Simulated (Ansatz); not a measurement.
Solid chlorine was calculated with PBE-D4 in Ansatz (plane waves, PAW).

Settings: plane-wave cutoff 520 eV, 10×10×4 k mesh (along the axes of the cell as run), Fermi–Dirac smearing 0.01 eV, scalar-relativistic PAW data made under PBE.

Computed at the level's own relaxed cell.

Problem. What does this level give for the equilibrium volume per atom, c axis length and lattice parameter b?

Solution. 
* **equilibrium volume per atom**: 27.03 Å³/atom
* **c axis length**: 8.090 Å
* **lattice parameter b**: 4.068 Å

Note: the bulk modulus comes from volumes at which shape and atoms were relaxed.

The computed numbers hold no vibrational or temperature effects.

Ansatz is an electronic-structure program.
